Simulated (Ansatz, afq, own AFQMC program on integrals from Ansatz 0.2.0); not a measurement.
AFQMC on a folder of integrals that Ansatz 0.2.0 wrote.

```yaml
crystal:
  periodic: [false, false, false]
  atoms:
    - {symbol: S, position_ang: [0.000000, 0.000000, 0.000000]}
    - {symbol: Br, position_ang: [0.000000, 0.000000, 2.025300]}
basis:
  gaussian: {orbitals: cc-pVDZ}
total_charge: 1
magnetization: {spin_polarized: true, initial_magnetization: 2}
correlation: {method: ccsd_t, electrons: outside_noble_gas, hamiltonian_folder: ham}
```

```sh
$ ansatz run in.yaml --threads 1 --pin off --events-out ev --progress --plain --max-ram 1382MiB
```

afq runs on the folder ham with

```
--method phaseless --trial hf --walkers 120 --populations 1 --least-time 40 --time-step 0.005 --steps-per-block 20 --equilibration-blocks 112 --max-blocks 600 --target-error 0.00126 --factor-cut 1e-05 --start spin_pure --seed 6961 --taylor-order 6
```

Times are imaginary, in 1/Eh. The walk had a cap of 514 s. Filled inner d shells are frozen with the cores.

Output of the walk:

```
orbitals 26  electrons 7 5  factors 186 of 509
reference energy -2969.56812202 Eh
CCSD correlation -0.23868303 Eh in 10 cycles, weight of the determinant in the CISD state 0.8594
energy of the start -2969.568570 Eh
 block  time / (1/Eh)  mean weight  energy / Eh
     1     0.100  1.0005  -2969.612259
     2     0.200  1.0007  -2969.640600
     3     0.300  1.0027  -2969.664337
     4     0.400  0.9994  -2969.685316
     5     0.500  1.0014  -2969.709201
     8     0.800  1.0021  -2969.759454
    18     1.800  0.9998  -2969.788001
    69     6.900  1.0007  -2969.827690
   120    12.000  0.9999  -2969.808021
   171    17.100  0.9994  -2969.829186
   222    22.200  0.9992  -2969.783997
   256    25.600  1.0005  -2969.885306
   273    27.300  0.9997  -2969.789139
   307    30.700  1.0004  -2969.781186
   324    32.400  0.9997  -2969.808323
   375    37.500  0.9981  -2969.814422
   426    42.600  0.9991  -2969.800091
   477    47.700  0.9999  -2969.801289
   528    52.800  1.0017  -2969.836093
   579    57.900  0.9983  -2969.840932
   630    63.000  0.9994  -2969.816332
   681    68.100  0.9987  -2969.824610
   698    69.800  1.0008  -2969.828923
blocks merged  error / Eh  count
     1  0.000900  600
     2  0.001201  300
     4  0.001535  150
     8  0.001993  75
    16  0.002477  37
    32  0.002872  18
    64  0.002286  9
energy -2969.816937 +/- 0.002872 Eh
(rows thinned)
```

The run passed its tests (sampling time, drift between the halves within three errors, error under three times the target), which doesn't prove that it has relaxed.

Against this walk (error 78.1 meV) on the same determinant: CCSD(T) 49.4 meV higher (within the noise), CCSDT(Q) 0.6 meV lower (within the noise), a separate phaseless walk with a CISD trial and standard settings 43.8 ± 79.4 meV higher (within the noise). The error is statistical and leaves out the bias of the constraint.

Cautions: constraint bias not in the error; error above the target (78.1 against 34.3 meV); no relativity below Rb; no spin-orbit coupling; inner d shell frozen; lower spins were not checked.

The walk took 92 s on 1 thread of Intel(R) Xeon(R) 6975P-C (Granite Rapids), on a shared host. The log's last line is the phaseless energy.

CCSDT and higher add their correlation energy to the determinant of the CCSD(T) run, since their own runs factorise the integrals more tightly (a shift of under 2 meV). A walk keeps the symmetry of its determinant, which the program's search chose and which needn't be the lowest solution, so a lower state of the same spin and another symmetry isn't excluded.
